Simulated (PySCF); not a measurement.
# C3H6Cl2: calculation against experiment

**The experiment to reproduce.**

NIST CCCBDB Release 22 (SRD 101), experimental dipoles lists, for the gas: dipole moment 2.2 D.

The runs below try to reproduce these values; the comparison stands at the end.

Species: C₃H₆Cl₂.
Atom-mapped SMILES: `[CH3:1][C:2]([CH3:3])([Cl:4])[Cl:5]` (hydrogens: H6, H7, H8 on C1; H9, H10, H11 on C3)

Structure used (PBE0-D3(BJ)/def2-TZVP), in Å, numbered top down from 1:
```
atom  x, y, z in Å
C1     1.0619    0.1256   -0.7445
C2    -0.2550    0.4454   -0.0787
C3    -0.7563   -0.6552    0.8251
Cl4   -0.0634    1.9435    0.8890
Cl5   -1.4839    0.7520   -1.3496
H6     0.9534   -0.7766   -1.3490
H7     1.3785    0.9466   -1.3859
H8     1.8232   -0.0431    0.0193
H9    -0.8943   -1.5685    0.2435
H10   -1.7053   -0.3772    1.2807
H11   -0.0237   -0.8400    1.6129
```

The PySCF runs (gas phase, on this PBE0-D3(BJ)/def2-TZVP geometry; no spin–orbit coupling):

| level | job | basis functions | wall time |
| --- | --- | --- | --- |
| PBE0-D3(BJ)/def2-TZVP, grid level 2 | geometry optimisation from a GFN2-xTB start shaken at random | 203 | 2.1 min |
| B97-2/pcSseg-2 | shieldings | 278 | 30 s |
| KT3/pcSseg-2 | shieldings | 278 | 44 s |
| PBE0/pcSseg-2 | shieldings, charges and field gradients | 278 | 33 s |
| wB97X-D/pcSseg-2 | shieldings | 278 | 40 s |
| CAM-B3LYP/aug-cc-pVTZ | 10 singlets by full TDDFT, 4 Tamm–Dancoff triplets, polarisability | 376 | 78 s |
| PBE0/aug-cc-pVTZ | 10 singlets by full TDDFT, 4 Tamm–Dancoff triplets, polarisability, dynamic polarisability | 376 | 73 s |
| wB97X-D/aug-cc-pVTZ | 10 singlets by full TDDFT, 4 Tamm–Dancoff triplets, polarisability, ΔSCF ions | 376 | 3.9 min |

Hardware: one thread, Arm Neoverse V1 (aarch64) (shared host).

**Comparison with experiment**

**Dipole moment.** Measured: 2.2 D (NIST CCCBDB Release 22 (SRD 101), experimental dipoles).

| level | computed (D) | computed − measured (D) | % (from the printed values) |
| --- | --- | --- | --- |
| PBE0-D3(BJ)/def2-TZVP | 2.27 | +0.07 | +3 |
| B97-2/pcSseg-2 | 2.37 | +0.17 | +8 |
| KT3/pcSseg-2 | 2.29 | +0.09 | +4 |
| PBE0/pcSseg-2 | 2.37 | +0.17 | +8 |
| wB97X-D/pcSseg-2 | 2.41 | +0.21 | +10 |
| CAM-B3LYP/aug-cc-pVTZ | 2.33 | +0.13 | +6 |
| PBE0/aug-cc-pVTZ | 2.33 | +0.13 | +6 |
| wB97X-D/aug-cc-pVTZ | 2.34 | +0.14 | +6 |

Closest is PBE0-D3(BJ)/def2-TZVP (+0.07 D), furthest wB97X-D/pcSseg-2 (+0.21 D); one molecule doesn't rank methods. All 8 levels lie above the measurement. The computed dipoles belong to one fixed geometry; measured ones are averaged over vibrations unless marked μe. Magnitudes are compared, not signs.

The geometry is computed, not the measured one. Where a level misses, the cause wasn't examined.
